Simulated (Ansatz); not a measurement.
Molecule: C$_{3}$H$_{5}$, charge -1, multiplicity 1. It need not be the lowest isomer of its formula. Whether it binds its extra electron was not tested at this geometry. 
Geometry from a B3LYP-D3(BJ)/def2-TZVP (Ansatz, an electronic-structure program) optimisation:
```
C
H 1 1.0948
H 1 1.0985 2 110.92
C 1 1.5089 2 119.24 3 -137.35
H 4 1.0948 1 119.24 2 0.00
H 4 1.0985 5 110.92 1 -137.35
C 1 1.5250 2 119.21 3 152.32
H 7 1.1025 1 109.10 2 -149.63
```
Charge -1, spin multiplicity 1.

Basis-set convergence of Hartree-Fock and CCSD correlation energies (hartree) with Ansatz. Valence correlation only, unless marked. No spin-orbit coupling. Non-relativistic.

| basis | functions | E(HF) | E(corr, CCSD) |
|---|---|---|---|
| aug-cc-pVDZ | 114 | -116.38685 | -0.48900 |
| aug-cc-pVTZ | 253 | (withheld) | (withheld) |

Some entries are withheld; supply them.


- aug-cc-pVTZ, E(HF): -116.41414
- aug-cc-pVTZ, E(corr, CCSD): -0.56486
